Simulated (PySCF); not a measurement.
## A thermochemical cycle for SF

MP2 in PySCF with def2-TZVPPD on every atom, for the lowest determinant that a PBE0 search found; no spin–orbit coupling. SF, a doublet (π ↑), has De = 3.67 eV to neutral atoms, and SF⁺, a triplet (π ↑↑), has De = 3.73 eV to S⁺ + F.

At the same level the S atom ionises at 9.97 eV.

What is the adiabatic ionisation energy of the molecule, and does ionisation strengthen or weaken the bond?

IE = IE(S) + De(neutral) − De(ion) = 9.97 + 3.67 − 3.73 = 9.91 eV. De changes by +0.06 eV, so ionisation strengthens the bond.

Correlated steps freeze 6 core orbitals. For an ion De counts to the pair picked by the measured ionisation energies or electron affinities, which need not be the lowest pair at this level. States were picked by a PBE0 search and need not be the measured ground states.
